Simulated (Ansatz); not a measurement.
Consider the atomization: `C/C=C(/C)F` → 4 C• + F• + 7 H•.

Gas-phase electronic energies from Ansatz, PBE0-D4/def2-TZVP geometries. CBS: MP2 limit from def2 TZ/QZ plus the TZ coupled-cluster correction, frozen cores. This one scheme is used for every species, atoms too. DFT in def2-TZVPP. HSE06 is defined as in plane-wave codes. No spin–orbit coupling; open shells (•) take unrestricted orbitals. Spin–orbit coupling would lower the free atoms: a little for C, F.

```csv
level,ΔE (kJ/mol)
r2SCAN-D4,4916.2
B97M-V,4908.7
PBE,5004.9
r2SCAN,4911.4
HSE06,4926.7
CAM-B3LYP,4909.9
CCSD/def2-SVP,4661.2
MP2/CBS(def2),4964.7
```

Task: What does CCSD(T)/CBS give? (Best estimate.)

Result: Computed: +4889.5 kJ/mol. The listed levels differ from it by 26.7, 19.2, 115.4, 21.9, 37.2, 20.4, -228.3, 75.2 kJ/mol.

Largest T1 diagnostic among the species: 0.011.

From PBE to PBE0 (25 % exact exchange), in def2-TZVPP and without D4, ΔE moves by −83.2 kJ/mol: exact exchange takes away binding that semilocal exchange gives to molecules. The D4 term adds +29.5 kJ/mol with B3LYP and +15.5 kJ/mol with PBE0; it sums over pairs of atoms, weighted by their polarisabilities, and B3LYP, whose exchange is more repulsive, gets the larger term.

B3LYP here is the variant with VWN-RPA as its local correlation; programs differ in this.

For atomizations the MP2-based limit and the directly extrapolated one differ by several kJ/mol either way, and by 10 to 25 for some Ge, Se and Sn compounds, so smaller differences from it don't rank the levels.
